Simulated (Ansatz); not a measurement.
Geometry optimisation, RKS PBE/def2-SVP (Ansatz).

The input (input.yaml):

```yaml
crystal:
  periodic: [false, false, false]
  atoms:
    - { symbol: Al, position_ang: [0.0, 0.0, 0.0] }
    - { symbol: "N", position_ang: [1.379, 0.0, 1.6102] }
    - { symbol: H, position_ang: [0.502, -0.2713, 2.1402] }
    - { symbol: H, position_ang: [2.256, 0.2713, 2.1402] }
    - { symbol: H, position_ang: [1.7491, 0.0, 0.1958] }
    - { symbol: Cl, position_ang: [-1.9312, 0.0, -1.115] }
basis:
  gaussian: { orbitals: def2-SVP }
hamiltonian:
  xc: pbe
relax:
  f_tol: 0.15
  max_steps: 25
  restrain:
    - { distance: [1, 4], at: 1.06, k: 30.0 }
    - { distance: [0, 1], at: 3.12, k: 30.0 }
    - { distance: [0, 4], at: 2.76, k: 30.0 }
```

Run as:

```bash
$ ansatz run input.yaml --threads 1 --pin off --max-ram 2048MiB --backend cpu --events-out ev --progress --plain --runs-dir out
```

Problem. Where does it end, and by what steps?

Solution. It converged. The restraints hold the end off the free minimum. After 15 steps the energy has fallen by 3.358 eV (the restraints' own energy left out); H3 moved furthest, 1.26 Å. Parted: Al1–N2 (2.12 → 3.10 Å). Joined: N2–H5 (1.46 → 1.04 Å).

```
step  energy less start (eV)  largest force component (eV/Å)  accepted
   0                  0.0000                           1.534       yes
   1                 -0.0599                           3.985       yes
   2                 -0.0548                           5.986       yes
   3                 -1.0842                           6.581       yes
   4                 -2.3130                           3.190       yes
   5                 -2.8575                           1.739       yes
   6                 -2.9714                           0.878       yes
   7                 -3.0070                           0.563       yes
   8                 -3.0343                           0.644       yes
   9                 -3.0580                           0.787       yes
  10                 -3.1105                           0.873       yes
  11                 -3.1843                           0.948       yes
  12                 -3.2817                           0.544       yes
  13                 -3.3300                           0.651       yes
  14                 -3.3347                           0.646       yes
  15                 -3.3580                           0.826       yes
```

```xyz
6
Properties=species:S:1:pos:R:3
Al -0.030 -0.420 -1.148
N 1.277 0.028 1.631
H 1.140 0.806 2.288
H 1.931 -0.630 2.072
H 1.767 0.407 0.791
Cl -2.130 -0.192 -0.663
```

Run time: 25 s on 1 thread of Arm Neoverse V2 (shared host), peak memory 0.12 GiB.
